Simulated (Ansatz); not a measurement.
## Ansatz (development build ahead of 0.2.0) run

```yaml
crystal:
  periodic: [false, false, false]
  atoms:
    - { symbol: H, position_ang: [-0.01, 0.0, -2.95] }
    - { symbol: C, position_ang: [-0.00263, 0.0, -1.89] }
    - { symbol: C, position_ang: [-0.00013, 0.0, -0.69] }
    - { symbol: C, position_ang: [0.00013, 0.0, 0.69] }
    - { symbol: C, position_ang: [0.00263, 0.0, 1.89] }
    - { symbol: H, position_ang: [0.01, 0.0, 2.95] }
basis:
  gaussian: { orbitals: def2-SVP }
hamiltonian:
  xc: hf
```

The input is written out in the form of the current development build from the run's settings.

Results

```json
{"Converged": "yes", "Total energy": "-152.38359 hartree", "Spin squared of the determinant": "0.000"}
```
